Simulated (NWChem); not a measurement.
SiH3, doublet; SMILES [SiH3]

```xyz
4

Si     0.0000     0.0000     0.1558
H      0.3891     1.3615    -0.2950
H      0.9846    -1.0178    -0.2950
H     -1.3737    -0.3438    -0.2950
```
Atoms are numbered in this order, from 1.

All runs: NWChem. Spin-unrestricted. In the optimisation the excess spin sits in a (C3, its own frame). Structure relaxed at the PBE0-D3(BJ)/def2-TZVP, spin-unrestricted level. No stability test was run on the SCF state. Fermi-contact couplings, non-relativistic, static geometry.

For level UHF/IGLO-II:

- A(iso) 29Si atom 1 (MHz) = -607
- A(iso) 1H atom 4 (MHz) = 2.3

Problem. What are these values for level PBE/IGLO-II?

Solution. A(iso) 29Si atom 1 (MHz): -442
A(iso) 1H atom 4 (MHz): 16.7
